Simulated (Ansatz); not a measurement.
## [Br···H···NH], triplet: transfer scan

Starting geometry:

| atom | x (Å) | y (Å) | z (Å) |
| --- | --- | --- | --- |
| Br | -1.8444 | 0.2511 | 0.0000 |
| H | -0.4238 | 0.2511 | 0.0000 |
| N | 0.9996 | 0.2511 | 0.0000 |
| H | 1.2687 | -0.7532 | 0.0000 |

From there H2 is moved from one fragment to the other while all else, the fragments' distance too, stays fixed; atoms are numbered as listed. Energies are in kcal/mol, counted from the starting geometry at the same level.

Basis cc-pVTZ; Ansatz 0.2.0. Correlated methods freeze the noble-gas cores and the filled d shells of p-block atoms. Prefix R: restricted or restricted open-shell reference; prefix U: unrestricted. No spin–orbit coupling is included, and no scalar relativity.

Full CI isn't at hand for all of this; UCCSDT(Q) serves as the reference, and is uncertain by about the last step of the cluster series.

| distance Br1-H2 (Å) | UMP2 |
| --- | --- |
| 1.421 | 0.0 |
| 1.475 | -0.3 |
| 1.585 | 0.0 |
| 1.694 | -1.9 |
| 1.804 | -4.0 |

Problem. Estimate the UCCSDT(Q) curve in cc-pVTZ from this one, knowing how UMP2 errs.

Solution. The computed UCCSDT(Q) values, in kcal/mol from the starting point, and the error of UMP2 against them:
```tsv
distance Br1-H2 (Å)	UCCSDT(Q)	UMP2 less UCCSDT(Q)
1.421	0.0	0.0
1.475	-0.8	0.5
1.585	-1.5	1.5
1.694	-3.3	1.4
1.804	-4.6	0.5
```

The error spans 1.5 kcal/mol and is largest, 1.5 kcal/mol, at 1.585 Å.
